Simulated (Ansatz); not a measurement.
**The sulfur atom (triplet): the correlation ladder, def2-SVP**

Aim: climb from Hartree-Fock through coupled cluster and multireference methods for the sulfur atom (triplet) at one geometry and basis, and see what each rung misses.

Program: Ansatz 0.2.0, Gaussian basis. Level of theory: def2-SVP, core rule «outside noble gas», up to 5 orbitals frozen. These are calculated values, not measurements.

The runs, in order: UHF; CCSD(T) on ROHF; CCSD(T) on UHF; BCCD(T) on ROHF; CISD; CCSDT(Q) on ROHF; CCSDT(Q) on UHF; CISDTQ; CCSDTQ on ROHF; CCSDTQ on UHF; CASSCF and MRCISD+Q, 6 electrons in 4 orbitals; CASSCF and MRCISD+Q(relaxed), 6 electrons in 4 orbitals; CASSCF and NEVPT4(SD), 6 electrons in 4 orbitals; CASSCF and NEVPT2, 6 electrons in 4 orbitals.

## (1) The atom

A free atom, in its lowest state of this spin that the program finds.

1 atom, charge 0, spin multiplicity 3.

## (2) UHF

Contents of in.yaml:

```yaml
crystal:
  periodic: [false, false, false]
  atoms:
    - {symbol: S, position_ang: [0.000000, 0.000000, 0.000000]}
basis:
  gaussian: {orbitals: def2-SVP}
magnetization: {spin_polarized: true, initial_magnetization: 2}
hamiltonian: {xc: hf}
output: {orbitals: {seedname: orbitals}}
```

Launch:

```sh
> ansatz run in.yaml --threads 1 --pin off --events-out ev --progress --plain --max-ram 2393MiB
```

After this run come: CCSD(T) on ROHF; CCSD(T) on UHF; BCCD(T) on ROHF; CISD; CCSDT(Q) on ROHF; CCSDT(Q) on UHF; CISDTQ; CCSDTQ on ROHF; CCSDTQ on UHF; CASSCF and MRCISD+Q, 6 electrons in 4 orbitals; CASSCF and MRCISD+Q(relaxed), 6 electrons in 4 orbitals; CASSCF and NEVPT4(SD), 6 electrons in 4 orbitals; CASSCF and NEVPT2, 6 electrons in 4 orbitals.

Q: Predict the results of all the runs planned. Wanted: UCCSDTQ below the RHF energy; RMP2 from UCCSDTQ; UMP2 from UCCSDTQ; RCCSD from UCCSDTQ; RCCSD(T) from UCCSDTQ; UCCSD(T) from UCCSDTQ; RCCSDT(Q) from UCCSDTQ; UCCSDT(Q) from UCCSDTQ; NEVPT2 valence from UCCSDTQ.

**Answer**, as computed:

```
                         quantity                                                                                                                                                              value
     UCCSDTQ below the RHF energy                                                                                                                                                         -2.8753 eV
                RMP2 from UCCSDTQ                                                                                                                                                         +519.9 meV
                UMP2 from UCCSDTQ                                                                                                                                                         +538.9 meV
               RCCSD from UCCSDTQ                                                                                                                                                          +42.5 meV
            RCCSD(T) from UCCSDTQ                                                                                                                                                          +10.0 meV
            UCCSD(T) from UCCSDTQ                                                                                                                                                           +9.2 meV
           RCCSDT(Q) from UCCSDTQ                                                                                                                                                           +0.7 meV
           UCCSDT(Q) from UCCSDTQ                                                                                                                                                           +0.4 meV
      NEVPT2 valence from UCCSDTQ                                                                                                                                                         +671.5 meV
  NEVPT4(SD) valence from UCCSDTQ                                                                                                                                                          +37.5 meV
    MRCISD+Q valence from UCCSDTQ                                                                                                                                                          -28.0 meV
levels within 1 kcal/mol (43 meV)  RCCSD, UCCSD, RCCSD(T), UCCSD(T), BCCD(T), RCCSDT, UCCSDT, CISDTQ, RCCSDT(Q), UCCSDT(Q), RCCSDTQ, NEVPT4(SD) valence, MRCISD+Q valence, MRCISD+Q(relaxed) valence
                    T1 diagnostic                                                                                                                                                              0.012
   effectively unpaired electrons                                                                                                                                                               2.00
```

**Reading.** RCCSD(T) misses by +10.0 meV, 0.3 % of the correlation energy. One determinant dominates. Of the multireference levels listed MRCISD+Q valence comes nearest in total energy (-28.0 meV), which doesn't show that its space is the better one. These misses are within one basis, not against nature; the frozen cores of restricted and unrestricted runs differ, which can shift their rows.
